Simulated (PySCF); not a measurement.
**TDDFT excited states: C4H5NS**

Species: C4H5NS.
Cartesian coordinates in Å at the GFN2-xTB level; atoms count from 1:
```
atom  x, y, z in Å
N1     3.0327    0.2745    0.4330
C2     1.9794    0.3441   -0.0072
C3     0.6452    0.4182   -0.5202
C4    -0.2772   -0.7425   -0.1042
C5    -1.3601    0.1097    0.5588
S6    -0.4073    1.6656    0.3617
H7     0.6626    0.6295   -1.5917
H8    -0.6330   -1.3286   -0.9510
H9     0.2147   -1.4129    0.6011
H10   -1.5545   -0.1143    1.6047
H11   -2.2971    0.1593    0.0082
```

Method: TDDFT wB97X-D/def2-SVPD, vertical, gas phase, core orbitals frozen in the response in PySCF.

| state | E (eV) | E (hartree) | f | main configurations (H = HOMO, L = LUMO) |
| --- | --- | --- | --- | --- |
| S1 | 4.44 | 0.1632 | 0.0006 | H→L (93%) |
| S2 | 5.90 | 0.2170 | 0.012 | H→L+1 (84%), H→L+2 (8%) |
| S3 | 6.58 | 0.2420 | 0.025 | H→L+2 (85%), H→L+1 (8%) |
| S4 | 6.82 | 0.2508 | 0.068 | H-1→L (85%) |
| S5 | 7.20 | 0.2646 | 0.011 | H-2→L (52%), H-2→L+1 (20%) |
| S6 | 7.30 | 0.2682 | 0.027 | H→L+3 (91%) |
| S7 | 7.60 | 0.2791 | 0.020 | H-1→L+1 (47%), H→L+4 (9%) |
| S8 | 7.72 | 0.2837 | 0.013 | H→L+4 (73%) |

Triplets (Tamm–Dancoff): T1 3.96 eV, H→L (92%); T2 5.36 eV, H→L+1 (84%); T3 5.78 eV, H-1→L (83%).

The lowest singlet lies at 4.44 eV (279 nm, ultraviolet) and is very weak; its leading configuration is HOMO→LUMO (93%). The most intense listed level is S4 at 6.82 eV (182 nm, f = 0.068), 2.38 eV above S1. Löwdin shares by element: HOMO sulfur 71%, carbon 18% or more; LUMO sulfur 52%, carbon 32% or more (atoms not listed hold the other 16%). Of the 8 states listed, 7 reach f = 0.01 and none stays under 0.0005. The listed states span 3.28 eV, and the widest gap between neighbours is 1.46 eV (S1 to S2). Orbital energies (eV): HOMO-3 -11.88, HOMO-2 -11.35, HOMO-1 -10.80, HOMO -8.98, LUMO 0.73, LUMO+1 1.57, LUMO+2 1.86. Singlets were solved by full linear response, triplets in the Tamm–Dancoff approximation.

Time: 24 s of wall time; peak memory 0.72 GiB. Hardware: Arm Neoverse V2, one thread, on a shared host.
